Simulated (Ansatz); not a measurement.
## Structure optimisation: chromium, bcc

Method: DFT, revPBE, plane waves (420 eV) with PAW, scalar-relativistic in Ansatz. (PAW data from PBE, frozen cores regenerated.)

k-point mesh 11×11×11, Fermi-Dirac smearing 0.05 eV, starting moments 1.50, -1.50 μB. Cell and atoms relax.

Starting structure:

```yaml
crystal:
  lattice:
    - [2.8839, 0.0, 0.0]
    - [0.0, 2.8839, 0.0]
    - [0.0, 0.0, 2.8839]
  atoms:
    - { symbol: Cr, position: [0.0, 0.0, 0.0], spin: 1.5 }
    - { symbol: Cr, position: [0.5, 0.5, 0.5], spin: -1.5 }
hamiltonian:
  xc: revpbe
  pseudopotentials:
    kind: paw
    azcp:
      Cr: "pseudopotentials/Cr.paw.azcp"
basis:
  ecutwfc: 420
  fft_grid_basis: typed
kpoints:
  mp_grid: { grid: [11, 11, 11], shift: [0, 0, 0] }
magnetization:
  spin_polarized: true
scf:
  occupations: { method: fermi_dirac, width: 0.05 }
relax:
  max_steps: 60
  f_tol: 0.01
  cell: {}
```

**Question.** What cell does the relaxation end in?

**Answer.** Im-3m (spin ignored) with a = 2.892 Å; 12.09 Å³ per atom against 11.99 at the start (0.8 %).

**Question.** How much energy does the relaxation gain?

**Answer.** 0.4 meV per atom.

**Question.** Which magnetic state does it end in?

**Answer.** antiferromagnetic, largest moment 1.28 μB in the atomic sphere; moments 1.28, -1.28 μB.

Real chromium orders in an incommensurate spin-density wave, which this two-atom cell only mimics.
